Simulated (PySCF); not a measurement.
C4H5OS (doublet state).
Cartesian coordinates in Å at the GFN2-xTB level; atoms count from 1:
```
atom  x, y, z in Å
S1     2.7064   -0.2083   -0.2205
C2     0.9788   -0.1673   -0.1004
C3     0.0474   -1.1844   -0.2388
C4    -1.1974   -0.6410   -0.0489
C5    -1.0173    0.8170    0.2259
O6     0.3876    1.0378    0.1757
H7     2.8482    1.0921    0.0222
H8     0.2904   -2.2050   -0.4555
H9    -2.1501   -1.1243   -0.0818
H10   -1.5023    1.4641   -0.5213
H11   -1.3864    1.1221    1.2174
```

The hyperfine couplings belong to this conformer and change with its torsions.

The species is `SC1=C[CH]CO1` [radical].

Level of theory: UKS B3LYP, pcH-1 on C H O S, non-relativistic, mean-field spin-orbit, GIAO in PySCF. The structure is a single GFN2-xTB conformer in the gas phase; no vibrational or solvent corrections. A GFN2-xTB geometry isn't a minimum of the functional, and hyperfine couplings can be far from their values at a DFT geometry. No stability test was run, so a lower SCF solution isn't excluded.

Principal values of hyperfine tensors in MHz (contact, dipolar and spin–orbit terms together), for some of the nuclei:

| atom | isotope | A1 | A2 | A3 | alike by the symmetry of this geometry |
| --- | --- | --- | --- | --- | --- |
| H11 | 1H | 101.18 | 103.25 | 109.06 | H10 |
| C2 | 13C | 8.15 | 9.87 | 141.83 | none |
| C4 | 13C | 2.62 | 4.49 | 145.17 | none |
| C3 | 13C | -58.34 | -29.16 | -27.34 | none |
| C5 | 13C | -29.92 | -28.65 | -28.18 | none |
| O6 | 17O | -52.46 | 4.50 | 7.18 | none |
| H8 | 1H | 2.77 | 7.32 | 10.96 | none |
| H7 | 1H | -5.28 | -4.78 | -0.13 | none |

Question: Give the isotropic coupling of each nucleus in MHz and in mT (g = 2.0036), and the anisotropic part.

Answer: a_iso is a third of the trace, T = A − a_iso, and a(mT) = a(MHz)/(g × 13.996). The tensors hold a spin–orbit part: the run splits a_iso into a_FC + a_SO, and T includes its anisotropic share.

```json
{"atom": "H11", "a_iso (MHz)": "104.50", "a_FC": "104.49", "a_SO": "0.00", "a_iso (mT)": "3.726", "T1": "-3.32", "T2": "-1.24", "T3": "4.57"}
{"atom": "C2", "a_iso (MHz)": "53.28", "a_FC": "53.05", "a_SO": "0.24", "a_iso (mT)": "1.900", "T1": "-45.13", "T2": "-43.42", "T3": "88.55"}
{"atom": "C4", "a_iso (MHz)": "50.76", "a_FC": "50.84", "a_SO": "-0.08", "a_iso (mT)": "1.810", "T1": "-48.14", "T2": "-46.27", "T3": "94.41"}
{"atom": "C3", "a_iso (MHz)": "-38.28", "a_FC": "-38.29", "a_SO": "0.01", "a_iso (mT)": "-1.365", "T1": "-20.06", "T2": "9.12", "T3": "10.94"}
{"atom": "C5", "a_iso (MHz)": "-28.92", "a_FC": "-28.94", "a_SO": "0.02", "a_iso (mT)": "-1.031", "T1": "-1.00", "T2": "0.27", "T3": "0.74"}
{"atom": "O6", "a_iso (MHz)": "-13.59", "a_FC": "-13.62", "a_SO": "0.02", "a_iso (mT)": "-0.485", "T1": "-38.87", "T2": "18.10", "T3": "20.78"}
{"atom": "H8", "a_iso (MHz)": "7.02", "a_FC": "7.01", "a_SO": "0.00", "a_iso (mT)": "0.250", "T1": "-4.25", "T2": "0.30", "T3": "3.94"}
{"atom": "H7", "a_iso (MHz)": "-3.40", "a_FC": "-3.42", "a_SO": "0.02", "a_iso (mT)": "-0.121", "T1": "-1.88", "T2": "-1.39", "T3": "3.27"}
```

Question: What spin density at the nucleus of C5 lies behind its contact coupling (g_N = 1.40482)?

Answer: a_FC = 800.24 MHz bohr³ × g_N × ρ(0)/(2S). With a_FC = -28.94 MHz and 2S = 1, ρ(0) = -0.02575 bohr⁻³.

Question: H9 (1H, g_N = 5.58569) isn't in the table. Its spin density at the nucleus is -0.008994 bohr⁻³. What is its contact coupling?

Answer: By the same relation, a_FC = -40.2 MHz. Its full tensor has the principal values -63.94, -39.99, -16.66 MHz.

Question: Which nucleus of the table has the largest anisotropic coupling, and what is its form?

Answer: C4: -48.1, -46.3, 94.4 MHz, axial, in the ratio −1:−1:+2, the form that spin in one p orbital centred on that nucleus gives.

Question: In a single crystal, with the field along each principal axis of the tensor of H11 in turn, what first-order splitting does this nucleus give (isotropic g, quadrupole terms neglected)?

Answer: 2 lines (I = 1/2), spaced by |A_i|/(g × 13.996): 3.61, 3.68, 3.89 mT along the axes of A1, A2 and A3.
